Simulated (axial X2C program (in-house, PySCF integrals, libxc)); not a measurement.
# A two-component session on ClAl⁺: properties at the nuclei

Aim: properties at the nuclei of ClAl⁺, with spin–orbit coupling in the Hamiltonian from the start.

Program: an in-house X2C program for linear molecules on PySCF integrals. Level of theory: two-component X2C with atomic mean-field terms, Cl dyall-av3z, Al dyall-v3z. These are calculated values, not measurements.

## Step 1: Set-up

File task.json:

```json
{
 "zs": [
  17,
  13
 ],
 "q": 1,
 "bas": [
  "dyall-av3z",
  "dyall-v3z"
 ],
 "r0": 2.25,
 "levels": [
  "PBE0",
  "HF",
  "PBE",
  "BHandHLYP",
  "B3LYP"
 ],
 "nst": 3
}
```

Keys: zs atomic numbers; q charge; bas basis sets; r0 starting distance in Å; levels methods (HF also brings MP2); nst determinants followed.

The run is started by

```
$ python soeom.py task.json out
```

After this run come: Expectation values, lowest determinant.

Q: Predict the outcome of this session. Wanted: lowest determinant; Eeff magnitude; Ws magnitude Cl; A∥/gI Cl; qzz Cl.

As calculated:

```
                    quantity                                    value
          lowest determinant  Ω = 1/2 (excess of +ω over −ω: ω = 1/2)
Eeff magnitude (GV/cm), PBE0                                     0.27
 Ws magnitude Cl (kHz), PBE0                                   0.0583
        A∥/gI Cl (MHz), PBE0                                      134
         qzz Cl (a.u.), PBE0                                     1.91
```

**Reading.** In the first state, the effective field runs from 0.251 to 0.301 GV/cm over the mean-field levels. The expectation values come from single determinants, which for open shells can mix terms of unlike spin or miss the lowest Ω, so a determinant need not be a state. Eeff is the effective electric field on the electron dipole moment in this Ω state and Ws the scalar–pseudoscalar constant (defined with the proton number Z and per Ω); A∥ is the parallel hyperfine constant, which follows by multiplying with the nuclear g factor gI = μI/(I μN); qzz is the electric field gradient, eQq0 = 234.96 MHz × Q/barn × qzz. The operators were transformed with the bare-nucleus X2C matrices.
